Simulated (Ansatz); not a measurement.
## Fe (model structure, started from the simple cubic type, Pm-3m, No. 221, 1 atom in the cell)

Computed with PBEsol (PAW; Ansatz, a first-principles code).

Numerical settings: plane-wave cutoff 500 eV, 30×30×30 k mesh, Fermi–Dirac smearing 0.1 eV, spin-polarised with parallel moments, scalar-relativistic PAW data made under PBE.

Cell (relaxed at this level):

```xyz
1
Lattice="2.3258 0.0000 0.0000 0.0000 2.3258 0.0000 0.0000 0.0000 2.3258" Properties=species:S:1:pos:R:3 pbc="T T T"
Fe     0.0000     0.0000     0.0000
```

```yaml
band_gap: zero (no gap)
```

Note: the magnetic order was assumed, not searched for or taken from measurement; a magnet's gap depends somewhat on the PAW data; the relaxation could raise the start's symmetry but not lower it, so the cell can be a saddle point.

Computed values are for the static lattice.

Cost on a shared machine: roughly 4 core-minutes.

A model structure was made by putting elements into a prototype or built by hand; it is no filed structure, need not be a known phase, and can be a saddle point held by its symmetry.
